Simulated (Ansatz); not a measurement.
System: hcp Be. Method: r²SCAN (PAW; Ansatz, a program for electronic structure).

Numerical settings: plane-wave cutoff 500 eV, 4×4×3 k mesh (along the axes of the cell as run), Fermi–Dirac smearing 0.1 eV, cell of 96 sites, scalar-relativistic PAW data made under PBE.

Question: Predict the vacancy formation energy before relaxation.

Answer: 
- vacancy formation energy before relaxation = 1.24 eV

Note: energies are extrapolated to zero smearing, and mesh and cell size move such values by some hundredths of an eV or more.
